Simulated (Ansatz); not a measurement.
# Li2− (quartet): wave-function methods side by side at distance Li1–Li2 = 2.960 Å, aug-cc-pVTZ

One table from this session's results is given with a row withheld; the runs are named, their logs left out.

Method: aug-cc-pVTZ, core rule «outside noble gas», up to 2 orbitals frozen; program: Ansatz 0.2.0, Gaussian basis.

To be run: UHF; CCSD(T) on ROHF; CCSD(T) on UHF; BCCD(T) on ROHF; CCSDT on ROHF; CCSDT on UHF; Full CI.

32 further runs of the same task are left out: 17 for a known fault of the program, 11 that didn't finish, 4 set aside as unsound or not needed.

**The geometry**

The geometry derives from a PBE0/def2-TZVPD stationary point (not a proven minimum). One bond is set to the value named and the two fragments are kept rigid.

2 atoms, charge -1, spin multiplicity 4.

Atoms are counted from 1 here; the program's logs count them from 0.

No contacts short enough for the rule that draws bonds.

The first run:

File in.yaml:

```yaml
crystal:
  periodic: [false, false, false]
  atoms:
    - {symbol: Li, position_ang: [0.000000, 0.000000, 0.000000]}
    - {symbol: Li, position_ang: [0.000000, 0.000000, 2.960000]}
basis:
  gaussian: {orbitals: aug-cc-pVTZ}
total_charge: -1
magnetization: {spin_polarized: true, initial_magnetization: 3}
hamiltonian: {xc: hf}
output: {orbitals: {seedname: orbitals}}
```

The run is started by

```bash
> ansatz run in.yaml --threads 1 --pin off --events-out ev --progress --plain --max-ram 2393MiB
```

Among the steps run: UHF; CCSD(T) on ROHF; CCSD(T) on UHF; BCCD(T) on ROHF; CCSDT on ROHF; CCSDT on UHF; Full CI.

One table of the session follows, with a row left open; its other results are not shown here.

```
  method  from FCI (meV)
    RMP2          +202.9
    UMP2          +202.3
   RCCSD           +20.4
   UCCSD           +19.8
RCCSD(T)            +8.6
UCCSD(T)            +8.1
 BCCD(T)            +8.5
  RCCSDT             0.0
  UCCSDT               ?
     FCI               0
```

Estimate the missing values for UCCSDT.

**Answer.** from FCI (meV): -0.6. In the column «from FCI (meV)» it is the lowest.

Left out of the table: ROHF, UHF (another determinant or state than the rows shown).

Limits of these values: Levels on UHF freeze UHF's core orbitals, full CI those of ROHF, so the U rows can settle a little off it for that reason alone. Restricted and unrestricted rows rest on different reference determinants; where their highest levels disagree by more than a few hundredths of an eV, they describe different states and don't form one ladder.
